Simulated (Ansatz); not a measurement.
**AlH3S (SMILES [AlH2][SH]) at BLYP/def2-TZVP**

What is the vertical singlet–triplet gap of AlH3S at BLYP/def2-TZVP? 

Program for the calculation: Ansatz 0.2.0.

48 further runs of the same task are left out: 48 set aside as unsound or not needed.

**1. The system as given**

The species is AlH3S (5 atoms), meant as a singlet with charge 0. SMILES: `[AlH2][SH]`. The coordinates come from a PBE0-D4/def2-TZVP relaxation.

Bond lengths: Al1–S2 2.181 Å, Al1–H3 1.579 Å, Al1–H4 1.581 Å, S2–H5 1.344 Å. Angles: Al1–S2–H5 93.7°, S2–Al1–H3 116.5°, S2–Al1–H4 118.9°, H3–Al1–H4 124.6°.

**2. A single-point energy at BLYP/def2-TZVP**

File run.yaml:

```yaml
crystal:
  periodic: [false, false, false]
  atoms:
    - {symbol: Al, position_ang: [-0.616100, -0.064200, -0.181700]}
    - {symbol: S, position_ang: [1.129100, -0.343100, 1.096600]}
    - {symbol: H, position_ang: [-1.981700, -0.650100, 0.351100]}
    - {symbol: H, position_ang: [-0.441100, 0.696000, -1.556400]}
    - {symbol: H, position_ang: [1.959700, 0.287800, 0.249000]}
basis:
  gaussian:
    orbitals: def2-TZVP
hamiltonian:
  xc: {name: BLYP}
accuracy: high
output: {orbitals: {seedname: orbitals}}
```

On the command line:

```sh
$ ansatz run run.yaml --threads 1 --pin off --max-ram 3480MiB --events-out events.jsonl --progress --plain --runs-dir runs
```

The program printed:

```text
Warning: RAYON_NUM_THREADS=1 ignored (pool sized by the plan → 1); use --threads N
Functional definition: BLYP
  name "BLYP"
  parameter beta = 0.0042
  parameter a = 0.04918
  parameter b = 0.132
  parameter c = 0.2533
  parameter d = 0.349
  exchange = b88_x(beta = beta)
  correlation = lyp_c(a = a, b = b, c = c, d = d)
1572 factors; integrals over basis functions are off by at most 3.5e-9 eV
mean field evaluation 1: about -17480.4407 eV, gradient 2.4e1 eV
mean field evaluation 2: about -17479.7076 eV, gradient 3.1e1 eV
mean field evaluation 4: about -17482.3842 eV, gradient 1.7e0 eV
mean field evaluation 8: about -17482.3868 eV, gradient 5.8e-2 eV
mean field evaluation 16: about -17482.3868 eV, gradient 2.6e-6 eV
mean field -17482.38684121 eV, -642.4658664271 hartree, gradient 3.4e-8 eV, S^2 0.000000; 0 other end points of the search recorded, 0 dependent functions left out
reference -17482.38688958 eV, -642.4658682048 hartree; 16, 16 occupied and 76, 76 virtual orbitals, 1572 factors
Total energy: -17482.38688958 eV, -642.4658682048 hartree
```

Wall time 4.8 s (1 thread of Arm Neoverse V1, shared host); peak memory 0.18 GiB.

**3. The triplet at the same level**

File input.yaml:

```yaml
crystal:
  periodic: [false, false, false]
  atoms:
    - symbol: Al
      position_ang: [-0.616100, -0.064200, -0.181700]
    - symbol: S
      position_ang: [1.129100, -0.343100, 1.096600]
    - symbol: H
      position_ang: [-1.981700, -0.650100, 0.351100]
    - symbol: H
      position_ang: [-0.441100, 0.696000, -1.556400]
    - symbol: H
      position_ang: [1.959700, 0.287800, 0.249000]
basis:
  gaussian:
    orbitals: def2-TZVP
accuracy: high
hamiltonian:
  xc: {name: BLYP}
magnetization:
  spin_polarized: true
  initial_magnetization: 2
output:
  orbitals: {seedname: orbitals}
```

On the command line:

```sh
$ ansatz run input.yaml --threads 1 --pin off --max-ram 3480MiB --events-out events.jsonl --progress --plain --runs-dir runs
```

The program printed:

```text
Warning: RAYON_NUM_THREADS=1 ignored (pool sized by the plan → 1); use --threads N
Functional definition: BLYP
  name "BLYP"
  parameter beta = 0.0042
  parameter a = 0.04918
  parameter b = 0.132
  parameter c = 0.2533
  parameter d = 0.349
  exchange = b88_x(beta = beta)
  correlation = lyp_c(a = a, b = b, c = c, d = d)
1572 factors; integrals over basis functions are off by at most 3.5e-9 eV
mean field evaluation 1: about -17475.3356 eV, gradient 1.4e1 eV
mean field evaluation 2: about -17461.4098 eV, gradient 3.6e1 eV
mean field evaluation 4: about -17476.2525 eV, gradient 1.1e1 eV
mean field evaluation 8: about -17476.7195 eV, gradient 7.9e0 eV
mean field evaluation 16: about -17477.6780 eV, gradient 4.7e-4 eV
mean field evaluation 32: about -17477.5265 eV, gradient 1.2e0 eV
mean field evaluation 64: about -17476.6317 eV, gradient 2.2e0 eV
mean field evaluation 96: about -17476.2597 eV, gradient 1.1e1 eV
mean field -17477.67800226 eV, -642.2928197873 hartree, gradient 7.0e-8 eV, S^2 2.003193; 12 other end points of the search recorded, 0 dependent functions left out
reference -17477.67804936 eV, -642.2928215183 hartree; 17, 15 occupied and 75, 77 virtual orbitals, 1572 factors
Total energy: -17477.67804936 eV, -642.2928215183 hartree
```

Wall time 25 s (1 thread of Arm Neoverse V1, shared host); peak memory 0.25 GiB.

**4. Summary of results**

At BLYP/def2-TZVP:

| quantity | value |
| --- | --- |
| singlet: total energy | -642.46587 Eh |
| singlet: HOMO energy | -6.50 eV |
| singlet: LUMO energy | -2.03 eV |
| singlet: HOMO–LUMO gap | 4.48 eV |
| triplet: total energy | -642.29282 Eh |
| triplet: HOMO energy (highest over α and β) | -2.52 eV |
| triplet: ⟨S²⟩ | 2.003 |
| vertical energy of the triplet above the singlet | 4.709 eV |

**Reading.** At this shape the triplet lies 4.71 eV (109 kcal/mol) above the singlet.
